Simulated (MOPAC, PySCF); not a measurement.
F₄Si, SMILES `F[Si](F)(F)F`, neutral singlet in the gas phase. 

Z-matrix (Å, degrees):
```
Si
F 1 1.5618
F 1 1.5618 2 109.47
F 1 1.5618 2 109.47 3 120.00
F 1 1.5618 2 109.47 4 120.00
```
Charge 0, multiplicity 1.

All levels are single points at this geometry (PBE0-D3(BJ)/def2-TZVP); Pople sets use spherical d functions. Orbital energies aren't observables, and empty levels follow the basis.

| level | HOMO (eV) | LUMO (eV) | gap (eV) | dipole (D) | vertical IE, Delta-SCF (eV) |
|---|---|---|---|---|---|
| PBE0-D3(BJ)/def2-TZVP in PySCF | -12.77 | 0.52 | 13.30 | 0.00 | – |
| B3LYP/6-31G* in PySCF | -11.92 | 0.44 | 12.36 | 0.00 | 14.97 |
| BP86/6-31G* in PySCF | -10.16 | -0.14 | 10.02 | 0.00 | – |
| SVWN5/6-31G* in PySCF | -10.25 | -0.48 | 9.77 | 0.00 | – |
| HF/STO-3G in PySCF | -12.04 | 12.14 | 24.17 | 0.00 | – |
| AM1 in MOPAC | -14.82 | 2.06 | 16.89 | 0.00 | – |
